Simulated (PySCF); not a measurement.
Molecule: `B=O`, BHO.

Cartesian coordinates in Å; atom numbers follow the order of the lines, from 1:
```xyz
3

B     0.0027   -0.0018   -0.0083
O     1.2020    0.0055   -0.0217
H    -1.1817   -0.0088    0.0050
```

Spin–spin couplings on one PBE0-D3(BJ)/def2-SVP geometry, PySCF, gas phase, non-relativistic, equivalent pairs averaged; isotopes ¹¹B, ¹H, ¹⁷O; functional B3LYP.

How do the couplings (Hz) change with the basis set? Times are CPU seconds on shared hosts with different chips, so compare them loosely. Far from the basis limit: pcJ-0, 6-31G*, def2-TZVP, cc-pVTZ.

## Answers


```
    basis set  functions  ¹J(B1,H3)  ¹J(B1,O2)  ²J(O2,H3)  core-s
        pcJ-0         29      262.0       10.0       -6.2    0.59
       6-31G*         30      278.7      -27.9       -5.8    0.57
        pcJ-1         64      280.2      -25.6       -9.4    0.71
    def2-TZVP         68      264.8      -23.5       -8.9     1.2
      cc-pVTZ         74      279.9      -38.9      -11.7     1.1
aug-cc-pVTZ-J        112      285.0      -25.6       -9.7     1.9
        pcJ-2        126      281.8      -26.0       -9.9     2.8
```

The Fermi-contact term samples the wavefunction at the nucleus, which is why sets with added tight s functions (names with J) are made for couplings.
